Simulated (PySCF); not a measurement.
## Basis-set dependence of population analyses: `C/N=C/CC#N`

Species: C4H6N2.
Cartesian coordinates in Å at the PBE0-D3(BJ)/def2-SVP level; atoms count from 1:
```xyz
12
C4H6N2 angstrom
C      2.171   -0.254   -0.084
N      0.831   -0.291    0.426
C     -0.131   -0.216   -0.384
C     -1.557   -0.270    0.101
C     -2.347    0.863   -0.368
N     -2.956    1.766   -0.758
H      2.704   -1.166    0.229
H      2.236   -0.162   -1.186
H      2.709    0.591    0.375
H      0.011   -0.118   -1.481
H     -2.040   -1.195   -0.260
H     -1.552   -0.298    1.201
```

PBE0 throughout (PySCF), one geometry, spherical d and f functions. One conformer (not necessarily the lowest) at the PBE0-D3(BJ)/def2-SVP geometry, without solvent, vibrations or thermal averaging. Atoms taken as equivalent share a column and are averaged. The first 7 of 9 kinds of atom are listed.

Mulliken charges (e):

```tsv
basis	functions	C1	N2	C3	C4	C5	N6	H7/H8/H9
STO-3G	36	-0.163	-0.222	+0.041	-0.165	+0.077	-0.192	+0.096
6-31G	66	-0.387	-0.321	+0.055	-0.430	+0.155	-0.290	+0.185
pcSseg-0	66	-0.416	-0.558	+0.106	-0.407	+0.076	-0.372	+0.241
6-31G*	96	-0.407	-0.308	+0.064	-0.473	+0.255	-0.354	+0.187
def2-SVP	114	+0.034	-0.219	-0.049	+0.094	-0.228	-0.027	+0.052
cc-pVDZ	114	-0.002	-0.211	+0.026	+0.009	-0.075	-0.133	+0.053
aug-cc-pVDZ	192	+0.668	-0.546	+0.691	+0.457	-0.024	-0.312	-0.136
6-311+G(2d,p)	198	-0.325	-0.135	+0.105	-0.499	+0.235	-0.306	+0.143
def2-TZVP	222	-0.252	-0.166	-0.089	-0.001	-0.259	-0.011	+0.128
cc-pVTZ	264	-0.156	-0.151	-0.028	-0.115	-0.094	-0.065	+0.090
IGLO-III	270	-0.219	-0.314	+0.161	-0.177	+0.115	-0.300	+0.117
```

IAO charges (e):

```json
{"basis": "STO-3G", "functions": "36", "C1": "-0.325", "N2": "-0.170", "C3": "-0.023", "C4": "-0.299", "C5": "+0.081", "N6": "-0.159", "H7/H8/H9": "+0.143"}
{"basis": "6-31G", "functions": "66", "C1": "-0.337", "N2": "-0.232", "C3": "+0.012", "C4": "-0.316", "C5": "+0.127", "N6": "-0.231", "H7/H8/H9": "+0.155"}
{"basis": "pcSseg-0", "functions": "66", "C1": "-0.324", "N2": "-0.234", "C3": "+0.017", "C4": "-0.321", "C5": "+0.128", "N6": "-0.230", "H7/H8/H9": "+0.152"}
{"basis": "6-31G*", "functions": "96", "C1": "-0.303", "N2": "-0.248", "C3": "+0.038", "C4": "-0.311", "C5": "+0.136", "N6": "-0.237", "H7/H8/H9": "+0.144"}
{"basis": "def2-SVP", "functions": "114", "C1": "-0.292", "N2": "-0.243", "C3": "+0.038", "C4": "-0.309", "C5": "+0.130", "N6": "-0.228", "H7/H8/H9": "+0.141"}
{"basis": "cc-pVDZ", "functions": "114", "C1": "-0.300", "N2": "-0.243", "C3": "+0.035", "C4": "-0.313", "C5": "+0.130", "N6": "-0.230", "H7/H8/H9": "+0.143"}
{"basis": "aug-cc-pVDZ", "functions": "192", "C1": "-0.308", "N2": "-0.257", "C3": "+0.037", "C4": "-0.318", "C5": "+0.140", "N6": "-0.244", "H7/H8/H9": "+0.148"}
{"basis": "6-311+G(2d,p)", "functions": "198", "C1": "-0.310", "N2": "-0.259", "C3": "+0.038", "C4": "-0.320", "C5": "+0.142", "N6": "-0.246", "H7/H8/H9": "+0.149"}
{"basis": "def2-TZVP", "functions": "222", "C1": "-0.309", "N2": "-0.257", "C3": "+0.038", "C4": "-0.320", "C5": "+0.141", "N6": "-0.245", "H7/H8/H9": "+0.148"}
{"basis": "cc-pVTZ", "functions": "264", "C1": "-0.311", "N2": "-0.254", "C3": "+0.038", "C4": "-0.321", "C5": "+0.140", "N6": "-0.242", "H7/H8/H9": "+0.148"}
{"basis": "IGLO-III", "functions": "270", "C1": "-0.311", "N2": "-0.258", "C3": "+0.038", "C4": "-0.321", "C5": "+0.142", "N6": "-0.246", "H7/H8/H9": "+0.149"}
```

Some averages cover members that differ in this geometry, most widely: H7/H8/H9, Mulliken in aug-cc-pVDZ -0.158 to -0.094; H7/H8/H9, Mulliken in IGLO-III +0.077 to +0.139; H7/H8/H9, Mulliken in pcSseg-0 +0.206 to +0.260; H7/H8/H9, Mulliken in 6-31G +0.151 to +0.205 e.

Problem. Which scheme is steadiest as the basis changes?

Solution. Largest range over the bases for any column: IAO 0.09 e, Mulliken 1.08 e. IAO charges move least and Mulliken charges most, counted in e. Without the minimal STO-3G basis the ranges are IAO 0.05, Mulliken 1.08 e.

Problem. How much do the charges still move between the two largest bases, cc-pVTZ and IGLO-III?

Solution. At most, over all atoms: Mulliken 0.234 e, IAO 0.004 e.

Problem. What do the same runs give for the total energy, the frontier levels and the dipole moment?

Solution. 
| basis | energy (Eh) | HOMO (eV) | LUMO (eV) | μ (D) |
| --- | --- | --- | --- | --- |
| STO-3G | -261.8617 | -5.29 | 2.33 | 3.09 |
| 6-31G | -265.0932 | -7.47 | -0.43 | 3.84 |
| pcSseg-0 | -264.5627 | -7.61 | -0.66 | 4.04 |
| 6-31G* | -265.1762 | -7.65 | -0.41 | 3.70 |
| def2-SVP | -264.9848 | -7.72 | -0.58 | 3.70 |
| cc-pVDZ | -265.1983 | -7.69 | -0.49 | 3.63 |
| aug-cc-pVDZ | -265.2144 | -7.92 | -0.86 | 3.81 |
| 6-311+G(2d,p) | -265.2569 | -7.96 | -0.87 | 3.84 |
| def2-TZVP | -265.2780 | -7.91 | -0.79 | 3.81 |
| cc-pVTZ | -265.2706 | -7.87 | -0.73 | 3.77 |
| IGLO-III | -265.2835 | -7.95 | -0.85 | 3.83 |

The dipole is fixed by the density alone, so its range of 0.95 D shows that the density itself changes with the basis, not only its division among atoms.
